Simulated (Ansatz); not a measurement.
A made-up structure of CH$_{2}$NSi, doublet:

```tsv
atom	x (Å)	y (Å)	z (Å)
C1	0.5106	-0.6632	0.4254
Si2	-0.4281	0.5559	-0.3566
N3	1.3052	-1.6942	1.0866
H4	-0.3141	1.9209	0.0180
H5	-1.3390	0.2252	-1.3945
```

It is relaxed with PBE-D4/def2-SVP and then PBE0-D4/def2-TZVP (Ansatz 0.2.0). Atoms count as bonded within 1.22 times the sum of their covalent radii (H–H: 0.88 Å). The end point is not checked to be a true minimum.

(1) Does its bonding change? (Judge from chemistry; the calculation decides.)

## Answers

(1) By the calculation: No: no bond forms or breaks.

Where it ends: The first stage lowers the energy by 2.58 eV in 11 steps. It ends as CH₂NSi ([N][C][SiH2]):
| atom | x (Å) | y (Å) | z (Å) |
| --- | --- | --- | --- |
| C1 | 0.5640 | -0.6963 | 0.4265 |
| Si2 | -0.1647 | 0.6162 | -0.6201 |
| N3 | 1.0921 | -1.5231 | 1.0358 |
| H4 | -0.3549 | 1.8402 | 0.1900 |
| H5 | -1.4022 | 0.1077 | -1.2533 |

Labels in which every atom is bracketed show which atoms are joined, not bond orders.

For scale, one of the runs: PBE0-D4/def2-TZVP relaxation, 111 basis functions, launched by `ansatz run in.yaml --threads 2 --pin off --events-out ev --progress --plain --max-ram 4352MiB`. The run took about 13 s on 2 CPU threads of an AMD EPYC 7B13 (shared host).
